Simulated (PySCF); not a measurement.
Atom-mapped SMILES (the numbers label the heavy atoms): `[CH3:1][CH2:2][O:3][CH2:4][CH2:5][Cl:6]`. Hydrogens are named by the atom that carries them.

Level of theory: σ from GIAO-PBE0/pcSseg-1, coordinates at the GFN2-xTB level, in PySCF 2.14 (a single conformation, fast rotation and ring inversion assumed for equivalent nuclei, isolated molecule, relativity neglected).

Question: List the cross peaks expected in HSQC, COSY and HMBC spectra.

Answer: 

HSQC (one-bond C–H):
```csv
δH,δC
3.88 (H(C2)),70.6 (C2)
3.61 (H(C5)),47.2 (C5)
3.53 (H(C4)),73.5 (C4)
1.23 (H(C1)),15.5 (C1)
```

COSY cross peaks (H two or three bonds apart, from the bond graph; peaks can be absent where the dihedral angle is near 90°):
```csv
δH,δH
3.88 (H(C2)),1.23 (H(C1))
3.61 (H(C5)),3.53 (H(C4))
```

HMBC (two and three bonds, from the bond graph; two-bond peaks within aromatic rings are usually weak or absent):
```csv
δH,δC
3.88 (H(C2)),"73.5 (C4), 15.5 (C1)"
3.61 (H(C5)),73.5 (C4)
3.53 (H(C4)),"70.6 (C2), 47.2 (C5)"
1.23 (H(C1)),70.6 (C2)
```

Scale: TMS for ¹H and ¹³C (reference shieldings calculated alike).

Short H···H contacts in this conformer between protons four or more bonds apart (candidates for NOE cross peaks, intensity ∝ r⁻⁶): H(C2)···H(C4) 2.34 Å, H(C1)···H(C4) 2.34 Å.

Carbons that carry Cl, above all several Cl atoms, come out too deshielded, partly because spin–orbit coupling is missing. Shifts are as computed. Against solution values, carbons near 30 ppm lie about +3 ppm off and those near 130 ppm about +5 ppm; carbons on Cl a further +6 ppm (rms about the fit 2.1 ppm; single classes can miss by 10 ppm). Of 1328 compounds with measured shifts, 309 miss one by over three times the rms of a fit or turn the order of signals round; such compounds aren't used in these exercises. Signals without a measured value on file couldn't be tested in this way; 1H shifts scatter by 0.2 ppm about their fit, and single ones miss by 0.5 ppm.
